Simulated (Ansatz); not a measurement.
Input file:

```yaml
crystal:
  periodic: [false, false, false]
  atoms:
    - {symbol: Se, position_ang: [0.000000, 0.000000, 0.000000]}
    - {symbol: Li, position_ang: [0.000000, 0.000000, 2.268000]}
basis:
  gaussian: {orbitals: cc-pVDZ}
total_charge: 1
correlation: {active_space: {window: {electrons: 2, orbitals: 7}}}
scf: {lower_state_search: light}
```

```sh
$ ansatz run in.yaml --threads 1 --pin off --events-out ev --progress --plain --max-ram 2393MiB
```

Log:

```
459 factors; integrals over basis functions are off by at most 4.3e-4 eV
mean field evaluation 1: about -65496.8175 eV, gradient 1.1e1 eV
mean field evaluation 2: about -65496.8442 eV, gradient 1.1e1 eV
mean field evaluation 4: about -65497.1695 eV, gradient 3.2e-1 eV
mean field evaluation 8: about -65497.1700 eV, gradient 3.5e-5 eV
mean field evaluation 16: about -65497.1685 eV, gradient 4.6e-1 eV
mean field -65497.16995215 eV, -2406.9766001652 hartree, gradient 2.5e-6 eV, S^2 0.000000; 2 other end points of the search recorded, 0 dependent functions left out
reference -65497.16995215 eV, -2406.9766001652 hartree; 18, 18 occupied and 23, 23 virtual orbitals, 459 factors
state -65498.02799339 eV, -2407.0081325993 hartree
the orbitals are reached from a further start. From the first start the search ends at -65497.85420253 eV, -2407.0017459030 hartree
Total energy: -65498.02799339 eV, -2407.0081325993 hartree
```

Natural occupations: 1.0559 0.9330 0.0028 0.0024 0.0023 0.0020 0.0014.

Ran on 1 thread of Arm Neoverse V1, shared host: 8.5 s wall, 0.1 GiB peak host memory.
